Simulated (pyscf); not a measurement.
Structures and frequencies: ωB97X-D3(BJ)/def2-SVP in PySCF.

Question: Estimate by transition-state theory the rate constant of `[Cl][B]([Cl])[Cl]` + `[SiH4]` → `[SiH3][Cl]` + `[Cl][BH][Cl]` (singlet surface; B–Cl, H–Si broken, Cl–Si, B–H formed) at 600 K, with ωB97M-D3(BJ)/def2-TZVP energies (ideal gas, 1 atm, RRHO with modes under 100 cm⁻¹ raised to 100, one conformer, R ln 2 for chiral ones without a mode under 150 cm⁻¹; no tunnelling).

Answer: The electronic barrier is 22.1 kcal/mol and the thermal terms add +22.1, so ΔG‡ = 44.2 kcal/mol. With k_BT/h = 1.25e+13 s⁻¹ and RT = 1.192 kcal/mol, and a volume of 8.18e-20 cm³ per molecule at 1 atm, k = 8.4e-23 cm³ molecule⁻¹ s⁻¹. Wigner's tunnelling factor for 294i cm⁻¹ would be 1.02. A shift of 1 kcal/mol in the barrier changes k by a factor 2.3. This is the saddle that the search found; another between the same sides may lie lower.
